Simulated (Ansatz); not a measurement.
C4H4F2 (`F/C=C\C=C/F`), relaxed with RKS PBE-D4/def2-SVP in the Gaussian-basis code of Ansatz from a rough embedded geometry. The force threshold is 0.03 eV/Å; the program also tests the step.

Total charge 0; spin multiplicity 1.

Start:

```xyz
10

F     1.261   -2.055   -0.743
C     0.413   -1.795    0.263
C    -0.163   -0.518    0.432
C     0.129    0.567   -0.433
C    -0.377    1.768   -0.283
F    -1.264    2.031    0.755
H     0.228   -2.646    0.893
H    -0.848   -0.410    1.253
H     0.859    0.398   -1.265
H    -0.238    2.661   -0.873
```

| step | energy (eV) | largest force (eV/Å) | largest move (Å) |
| --- | --- | --- | --- |
| 1 | -9627.6346 | 3.269 | 0.000 |
| 2 | -9627.8316 | 1.234 | 0.037 |
| 3 | -9627.8594 | 0.400 | 0.044 |
| 4 | -9627.8664 | 0.369 | 0.036 |
| 5 | -9627.8680 | 0.133 | 0.025 |
| 6 | -9627.8698 | 0.107 | 0.019 |
| 7 | -9627.8703 | 0.003 | 0.005 |

End:

```xyz
10

F     1.272   -2.066   -0.735
C     0.410   -1.794    0.260
C    -0.136   -0.570    0.426
C     0.136    0.570   -0.426
C    -0.410    1.794   -0.261
F    -1.272    2.066    0.735
H     0.210   -2.667    0.903
H    -0.831   -0.445    1.270
H     0.831    0.445   -1.270
H    -0.210    2.667   -0.903
```

It took 6 s on 4 threads of a server CPU on a shared host, with 0.15 GiB of host memory at the peak.
